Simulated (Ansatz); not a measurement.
The reference is Ag in the fcc (Cu type) structure (space group Fm-3m, No. 225; a = 4.104 Å).

All numbers come from r2SCAN/PAW in Ansatz (a first-principles code), no spin-orbit coupling.

The change: Pd takes the place of Ag on all its sites; the structure is relaxed again.

Measured lattice parameter a: Ag 4.062 Å (static lattice; corrected from measurement; as listed in Daniel Mejia-Rodriguez, S. B. Trickey, Phys. Rev. B (2018)); Pd 3.876 Å (static lattice; corrected from measurement; as listed in Daniel Mejia-Rodriguez, S. B. Trickey, Phys. Rev. B (2018)).

Task: How well does r2SCAN reproduce the measured shift?

Result: With r2SCAN the lattice parameter a moves by -0.196 Å (4.104 → 3.908) against -0.186 Å measured.

No phonon test of stability was made. All final runs are without spin polarisation. Pd has a high density of states at the Fermi level and may be magnetic at this level.
